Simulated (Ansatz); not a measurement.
Results of LDA (Ansatz, a first-principles code, plane waves, PAW) for fluorite CdF2.

Run with plane-wave cutoff 520 eV, 8×8×8 k mesh, perturbation theory, force constants from a 4×4×4 q mesh, scalar-relativistic PAW data made under PBE.

Computed at the level's own relaxed cell. Harmonic vibrational thermodynamics at fixed volume:

```csv
T (K),S_vib (J/K per mol of atoms),C_V (J/K per mol of atoms),F_vib (eV/atom)
0,0.00,0.00,0.0431
100,7.46,11.73,0.0404
200,18.43,19.47,0.0268
300,26.93,22.18,0.0031
600,43.14,24.19,-0.1084
700,46.88,24.39,-0.1551
800,50.15,24.51,-0.2054
```

The crystal is taken as a harmonic solid at every temperature: melting, phase changes and thermal expansion are not seen.
